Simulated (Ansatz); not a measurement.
C5H11Cl, SMILES `CC(C)CCCl`, 17 atoms. Total charge 0; spin multiplicity 1. Hardware: A = 2 threads of an AMD EPYC 7R13 on a shared host; B = 2 threads of an AMD EPYC 7R13 on a shared host and a share of an NVIDIA H100 80 GB. Correlated methods freeze the cores. Open-shell runs search over several starts.

(1) Give the basis size and wall time and peak host memory of each of these runs in Ansatz. RKS r2SCANh-D4/def2-TZVPP energy [B]; UKS B3LYP-D4/def2-TZVPP energy of the cation [B]; UKS r2SCAN-D4/def2-TZVPP energy of the cation [B]; UKS PBE0-D4/def2-TZVPP energy of the cation [B]; RKS B2PLYP (frozen core)/def2-TZVPP energy [B]; UKS ωB97M-V/def2-TZVPP energy of the cation [B]; RHF-CCSD(T)/def2-TZVPP energy [B]; RKS BLYP-D4/def2-TZVPP energy [B]; UKS PBE-D4/def2-TZVPP energy of the cation [B]; RKS PBE0-D4/def2-SVP energy [A]; RKS ωB97M-V/def2-SVP energy [A]; RKS PBE0-D4/def2-QZVPP energy [B]. (An estimate is asked.)

Results:

(1) Computed: Other jobs shared the machine, so times are rough.

```csv
level,job,functions,wall time,peak host memory (GiB)
RKS PBE0-D4/def2-SVP,energy [A],143,4 s,0.42
RKS B2PLYP (frozen core)/def2-TZVPP,energy [B],351,6 s,1.6
RHF-CCSD(T)/def2-TZVPP,energy [B],351,10 s,0.85
RKS PBE0-D4/def2-QZVPP,energy [B],685,11 s,1.2
RKS ωB97M-V/def2-SVP,energy [A],143,17 s,0.55
RKS BLYP-D4/def2-TZVPP,energy [B],351,18 s,0.87
RKS r2SCANh-D4/def2-TZVPP,energy [B],351,18 s,0.89
UKS B3LYP-D4/def2-TZVPP,energy of the cation [B],351,24 s,0.97
UKS PBE0-D4/def2-TZVPP,energy of the cation [B],351,25 s,0.97
UKS PBE-D4/def2-TZVPP,energy of the cation [B],351,28 s,0.98
UKS r2SCAN-D4/def2-TZVPP,energy of the cation [B],351,33 s,1.1
UKS ωB97M-V/def2-TZVPP,energy of the cation [B],351,41 s,1.2
```

B3LYP here is the variant with VWN-RPA as its local correlation; programs differ in this.
